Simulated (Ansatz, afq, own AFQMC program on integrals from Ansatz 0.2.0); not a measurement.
Integrals from Ansatz 0.2.0, then the random walk in our own AFQMC program (afq).

```yaml
crystal:
  periodic: [false, false, false]
  atoms:
    - {symbol: Si, position_ang: [0.000000, -0.139453, 1.671406]}
    - {symbol: Ge, position_ang: [0.000000, 0.056604, -0.661833]}
    - {symbol: H, position_ang: [0.000000, 1.267918, 2.228287]}
    - {symbol: H, position_ang: [0.000000, -1.461483, -1.103914]}
basis:
  gaussian: {orbitals: cc-pVDZ}
magnetization: {spin_polarized: true, initial_magnetization: 2}
correlation: {method: ccsd_t, electrons: outside_noble_gas, hamiltonian_folder: ham}
```

```sh
$ ansatz run in.yaml --threads 1 --pin off --events-out ev --progress --plain --max-ram 1382MiB
```

Options of the walk:

```
--method free --trial cisd --walkers 60 --time-step 0.03 --max-blocks 80 --target-error 0.00038 --factor-cut 1e-05 --seed 2659 --times 0,0.21,0.42,0.81,1.2,1.8,2.4,3 --taylor-order 8
```

Times are imaginary, in 1/Eh. The walk had a cap of 1086 s. Filled inner d shells are frozen with the cores.

afq prints:

```
orbitals 36  electrons 6 4  factors 283 of 599
reference energy -2365.34510464 Eh
CCSD correlation -0.18834863 Eh in 13 cycles, weight of the determinant in the CISD state 0.8374
repeat  energy at the last time / Eh  error
    10  -2365.540164  0.000552
    20  -2365.541876  0.000691
    30  -2365.541690  0.000592
    40  -2365.541808  0.000508
    50  -2365.542142  0.000447
    60  -2365.542135  0.000409
    70  -2365.542096  0.000374
time / (1/Eh)  energy / Eh  error  mean overlap
  0.00  -2365.533389  0.000138  1.1948
  0.21  -2365.536428  0.000162  1.1911
  0.42  -2365.538278  0.000194  1.1885
  0.81  -2365.540046  0.000224  1.1956
  1.20  -2365.541243  0.000240  1.1952
  1.80  -2365.541714  0.000290  1.2152
  2.40  -2365.541878  0.000351  1.2374
  3.00  -2365.542083  0.000368  1.2571
energy -2365.542083 +/- 0.000368 Eh
```

The run passed its tests (error under three times the target), which doesn't prove that it has relaxed.

Against this walk (error 10.0 meV) on the same determinant: CCSD(T) 29.7 meV higher, CCSDT(Q) 37.5 meV lower. The error is statistical, and a free projection of finite length keeps a remainder of its start. The projection is still falling at its last time (meV from the last point: 55 ± 6 at 0.81, 23 ± 7 at 1.20, 10 ± 8 at 1.80, 6 ± 10 at 2.40, 0 ± 10 at 3.00), so its energy is a cut-off value, and the gaps above aren't errors of the other methods.

Cautions: remainder of the start not in the error; no relativity below Rb; no spin-orbit coupling; inner d shell frozen; lower spins were not checked; higher spins were not checked.

The walk took 100 s on 1 thread of AMD EPYC 9R45 96-Core Processor (Zen 5), on a shared host. The log's last line is the free-projection energy.

CCSDT and higher add their correlation energy to the determinant of the CCSD(T) run, since their own runs factorise the integrals more tightly (a shift of under 2 meV). A walk keeps the symmetry of its determinant, which the program's search chose and which needn't be the lowest solution, so a lower state of the same spin and another symmetry isn't excluded.
